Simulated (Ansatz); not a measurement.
Cost against result

Saddle point of Si$_{2}$H$_{8}$O, singlet (Si₂H₆ ([SiH3][SiH3]) + H₂O → Si₂H₆O ([OH][SiH2][SiH3]) + H₂; bonds formed: Si1–O7, H2–H6; bonds broken: Si1–H2, H6–O7), PBE0-D4/def2-TZVP structure:

```xyz
11
angstrom
Si -0.4757 -0.0364 -0.5155
H 1.1538 0.5620 -0.9039
H -0.4832 -0.7532 -1.8185
H -1.9435 0.0325 -0.1633
Si 0.5137 -1.1914 1.2544
H 0.5491 1.5643 -0.9540
O -0.4751 1.8344 -0.6206
H 0.8894 -0.2023 2.3032
H -0.3939 -2.1982 1.8727
H 1.7525 -1.8675 0.7846
H -1.0870 2.2556 -1.2391
```

Barriers are electronic and count from the start structure reached by relaxing down the imaginary mode.

Ansatz 0.2.0; basis: as named in each row; cores frozen in the correlated methods. B3LYP uses VWN-RPA correlation. Extrapolation: Hartree–Fock as exp(−7.88 √X), correlation as X^−2.97.

Times are rough, for one single point on 4 threads of a shared host (Intel Xeon).

The estimate by CCSD(T) at an estimated basis limit (MP2 extrapolated from triple and quadruple zeta, plus CCSD(T) − MP2 in triple zeta) is 1.800 eV.

| method | basis | time (s) | barrier (eV) | method less estimate |
| --- | --- | --- | --- | --- |
| HF | STO-3G | under 1 | 3.346 | 1.546 |
| PBE-D4 | STO-3G | 2 | 1.318 | -0.482 |
| SPW92 | def2-SVP | 3 | 0.980 | -0.820 |
| PBE-D4 | def2-SVP | 3 | 1.367 | -0.433 |
| B3LYP-D4 | 6-31G | 4 | 1.937 | 0.137 |
| PBE0-D4 | def2-SVP | 4 | 1.574 | -0.226 |
| SPW92 | def2-TZVPP | 6 | 1.079 | -0.721 |
| PBE-D4 | def2-TZVPP | 8 | 1.441 | -0.359 |
| BLYP-D4 | def2-TZVPP | 8 | 1.612 | -0.188 |
| B3LYP-D4 | def2-TZVPP | 8 | 1.719 | -0.081 |
| wB97M-V | def2-SVP | 9 | 1.635 | -0.165 |
| PBE0-D4 | def2-TZVPP | 10 | 1.599 | -0.201 |
| BHLYP-D4 | def2-TZVPP | 10 | 1.899 | 0.099 |
| r2SCAN-D4 | def2-TZVPP | 10 | 1.547 | -0.253 |
| CCSD(T) | def2-SVP | 11 | 1.950 | 0.150 |
| r2SCAN0-D4 | def2-TZVPP | 12 | 1.656 | -0.144 |
| CAM-B3LYP-D4 | def2-TZVPP | 12 | 1.736 | -0.064 |
| RPA on PBE | def2-TZVPP | 14 | 1.842 | 0.042 |
| B97M-V | def2-TZVPP | 17 | 1.618 | -0.182 |
| B2PLYP | def2-TZVPP | 17 | 1.777 | -0.023 |
| PBE-QIDH | def2-TZVPP | 17 | 1.721 | -0.079 |
| wB97X-V | def2-TZVPP | 18 | 1.759 | -0.041 |
| wB97M-V | def2-TZVPP | 20 | 1.700 | -0.100 |
| MP2 | def2-QZVPP | 57 | 1.745 | -0.055 |
| CCSD(T) | def2-TZVPP | 99 | 1.822 | 0.022 |

All methods are single points on the PBE0-D4 structures.

No T1 diagnostic of these runs exceeds 0.014.

Labels in which every atom is bracketed show which atoms are joined, not bond orders.
